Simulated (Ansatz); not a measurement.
This script for an active-space calculation of H3Si (charge +1), SMILES [SiH3+] with Ansatz's Python interface holds a mistake.

Script `h3si_cas.py`:
```python
'''Active-space calculation on H3Si(+).'''

import logging
import sys
import warnings

import ansatz as az

logging.basicConfig(stream=sys.stdout, format='%(levelname)s:%(name)s:%(message)s')
log = logging.getLogger('h3si')
log.setLevel(logging.INFO)

GEOMETRY = '''
Si    0.00831   -0.00063   -0.00475
H     0.68079    0.67248    1.10921
H    -0.12064   -1.45991   -0.00836
H    -0.56846    0.78806   -1.09610
'''

warnings.simplefilter('ignore', az.DeckWarning)

mol = az.Crystal.molecule()
for line in GEOMETRY.strip().splitlines():
    symbol, *xyz = line.split()
    mol = mol.atom(symbol, [float(v) for v in xyz])

calculation = (
    mol.calculation()
    .basis(gaussian='def2-SVP')
    .charge(1)
    .correlation(active_electrons=4, active_orbitals=4)
)
for method in ['sc_nevpt2']:
    report = (calculation if method is None else calculation.correlation(method)).run(threads=1, backend='cpu').report
    space = report['configurations']
    state = space['states'][0]
    print(method or 'casscf', f'total {report["energy"] / 27.211386246:.6f} Ha, active-space state {state["energy"]["hartree"]:.6f} Ha, mean field {report["reference_energy_ev"] / 27.211386246:.6f} Ha')
    print('  determinants', state['n_determinants'], ' natural occupations', [round(n, 3) for n in space['natural_occupations']])
```

`python h3si_cas.py` gives:
```text
Traceback (most recent call last):
  File "h3si_cas.py", line 37, in <module>
    print(method or 'casscf', f'total {report["energy"] / 27.211386246:.6f} Ha, active-space state {state["energy"]["hartree"]:.6f} Ha, mean field {report["reference_energy_ev"] / 27.211386246:.6f} Ha')
                                       ~~~~~~^^^^^^^^^^
KeyError: 'energy'
```

What is wrong, and how is it mended?

The fault: the report has no such key (the free energy stands under free_energy_ev). The change:

```diff
--- before
+++ after
@@ -36,3 +36,3 @@
     state = space['states'][0]
-    print(method or 'casscf', f'total {report["energy"] / 27.211386246:.6f} Ha, active-space state {state["energy"]["hartree"]:.6f} Ha, mean field {report["reference_energy_ev"] / 27.211386246:.6f} Ha')
+    print(method or 'casscf', f'total {report["free_energy_ev"] / 27.211386246:.6f} Ha, active-space state {state["energy"]["hartree"]:.6f} Ha, mean field {report["reference_energy_ev"] / 27.211386246:.6f} Ha')
     print('  determinants', state['n_determinants'], ' natural occupations', [round(n, 3) for n in space['natural_occupations']])
```

The mended script runs so:

```console
$ python h3si_cas.py
sc_nevpt2 total -290.339090 Ha, active-space state -290.283352 Ha, mean field -290.254616 Ha
  determinants 36  natural occupations [1.983, 1.976, 0.026, 0.015]
```

Total energies depend on the basis set; only differences at equal settings carry meaning. The geometry is a force-field or estimated start, not a minimum of this method, and the basis set is short of its limit. The active space starts as a window about the frontier orbitals and is then optimised, not chosen by chemistry. Finished in 0.6 s on 1 thread of Arm Neoverse V2 (shared host), peak memory 0.13 GiB.
